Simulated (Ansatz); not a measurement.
[BPH5]− (SMILES [BH3-]P): methods side by side

[BPH5]−: 7 atoms, total charge -1, spin state singlet. SMILES: `[BH3-]P`. The coordinates come from a GFN2-xTB relaxation.

```xyz
7

B    -0.5061   -0.5199   -0.3638
P     0.6975    0.3002    0.9953
H    -1.5844   -0.6442    0.1744
H    -0.0274   -1.6012   -0.6273
H    -0.5575    0.2056   -1.3303
H     0.2191    1.5995    0.9711
H     1.7588    0.6600    0.1807
```

Quantity: the energy change with the P2–H6 bond stretched from 1.385 to 1.731 Å, in eV. The values are calculated.

| level | kind | program | value (eV) | less FCI/STO-3G |
| --- | --- | --- | --- | --- |
| PBE/STO-3G (restricted) | GGA | Ansatz | 0.71 | -0.09 |
| r2SCAN/STO-3G (restricted) | meta-GGA | Ansatz | 0.81 | +0.01 |
| r2SCAN0/STO-3G (restricted) | hybrid meta-GGA | Ansatz | 0.94 | +0.14 |
| CAM-B3LYP/STO-3G (restricted) | range-separated hybrid | Ansatz | 0.92 | +0.12 |
| B2PLYP/STO-3G (restricted) | double hybrid | Ansatz | 0.89 | +0.09 |
| RPA@PBE/STO-3G (restricted) | RPA | Ansatz | 0.73 | -0.07 |
| CCSD(T)/STO-3G (restricted) | coupled cluster or CI | Ansatz | 0.80 | 0.00 |
| CCSD/STO-3G (restricted) | coupled cluster or CI | Ansatz | 0.80 | 0.00 |
| CCSDT/STO-3G (restricted) | coupled cluster or CI | Ansatz | 0.80 | 0.00 |
| FCI/STO-3G | exact in the basis | Ansatz | 0.80 | 0.00 |

FCI/STO-3G is exact within its basis and frozen core, so for wave-function methods in that basis the difference is their error; functionals converge differently with the basis, so for them it is only a difference. Sets without diffuse functions describe the anion poorly. The first shape isn't each level's own minimum. The values span 0.71 to 0.94 eV. All rows use very small basis sets, so none should be taken for the real molecule's value.
